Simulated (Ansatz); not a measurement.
## Ansatz (development build ahead of 0.2.0) run

```yaml
crystal:
  periodic: [false, false, false]
  atoms:
    - { symbol: C, position_ang: [-0.00148, -0.04486, -0.73936] }
    - { symbol: C, position_ang: [0.02995, -0.0285, 0.75877] }
    - { symbol: C, position_ang: [-0.01541, 1.11934, -1.43066] }
    - { symbol: C, position_ang: [0.03221, -1.08352, 1.50086] }
    - { symbol: H, position_ang: [-0.00166, -0.9441, -1.25725] }
    - { symbol: H, position_ang: [-0.04216, 0.98614, 1.19424] }
    - { symbol: H, position_ang: [-0.02699, 1.05955, -2.6108] }
    - { symbol: H, position_ang: [-0.00486, 2.15018, -0.99321] }
    - { symbol: H, position_ang: [-0.02778, -1.10137, 2.54537] }
    - { symbol: H, position_ang: [0.01755, -2.08778, 0.97927] }
basis:
  gaussian: { orbitals: STO-3G }
hamiltonian:
  xc: hf
correlation:
  method: mp2
  frozen_orbitals: { C: 1, H: 0 }
```

The input is written out in the form of the current development build from the run's settings.

Results

```yaml
Converged: yes
Reference_energy: -152.99970 hartree
Correlation_energy: -0.24015 hartree
Total_energy: -153.23985 hartree
Spin_squared_of_the_determinant: 0.000
```
